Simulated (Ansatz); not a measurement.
**1,1-elimination**

Start structure (Si$_{2}$NH$_{7}$, closed shell), relaxed at PBE0-D4/def2-TZVP:

```tsv
atom	x (Å)	y (Å)	z (Å)
Si1	-0.2673	-0.8385	0.2314
N2	1.4003	-1.2825	0.1519
H3	-1.0069	-1.6937	-0.7369
H4	-0.7472	-1.1301	1.6101
Si5	-0.7431	1.4125	-0.2553
H6	2.0345	-0.9224	0.8478
H7	1.8523	-1.3179	-0.7484
H8	-0.0251	2.3146	0.6898
H9	-0.2960	1.7556	-1.6354
H10	-2.2015	1.7025	-0.1549
```

The step: Si₂NH₇ ([NH2][SiH2][SiH3]) → Si₂H₄ ([SiH][SiH3]) + NH₃ (still joined by a long Si–N bond); bonds formed: N2–H3; bonds broken: Si1–H3; bonds weakened to dative contacts: Si1–N2. Program: Ansatz 0.2.0. Basis: def2-TZVPP and def2-QZVPP. Cores are frozen in the correlated methods. Extrapolation: Hartree–Fock as exp(−7.88 √X), correlation as X^−2.97. Energies below are by CCSD(T) at an estimated basis limit (MP2 extrapolated from triple and quadruple zeta, plus CCSD(T) − MP2 in triple zeta).

(1) What are the electronic barrier and the energy of the step, from the start structure to the end structure? (Judge from chemistry; the value comes from the calculation.)

The T1 diagnostic stays at or below 0.015. The restricted Hartree–Fock reference is unstable towards an unrestricted one at one or more of these structures.

Results:

(1) Computed: Barrier 299.7 kJ/mol; step energy 137.6 kJ/mol (uphill); reverse barrier, their difference, 162.2 kJ/mol. Barrier and step energy count from the start structure, the reverse barrier from the end structure.

The saddle point: One imaginary mode of 1586i cm⁻¹.
```
  pair  start (Å)  saddle (Å)  end (Å)
 N2–H3       2.60        1.37     1.01
Si1–N2       1.73        1.89     2.04
Si1–H3       1.49        1.62     2.56
```

Zero-point energy (harmonic, PBE0-D4): ZPE is 176.5 kJ/mol at the start and 169.7 kJ/mol at the saddle, so the barrier goes from 299.7 to 292.9 kJ/mol.

First-order rate constant out of the start structure at 298 K by transition-state theory, with harmonic vibrational free energies alone and no tunnelling: ΔA‡ = 293.4 kJ/mol, so k = (kB T/h) exp(−ΔA‡/kB T) ≈ 10^-39 s⁻¹ (an order of magnitude at best: rotation, the number of equivalent paths and anharmonicity are left out).

Losses and insertions of silylenes and their heavier kin drive the gas-phase chemistry of silicon and germanium vapour deposition.

Labels in which every atom is bracketed show which atoms are joined, not bond orders.

For scale, one of the runs: CCSD(T)/def2-TZVPP, 213 basis functions, launched by `ansatz run in.yaml --threads 2 --pin off --events-out ev --progress --plain --max-ram 4352MiB`. The run took 46 s on 2 CPU threads of an AMD EPYC 7R43 (shared host), with 2.8 GiB of host memory at its peak.
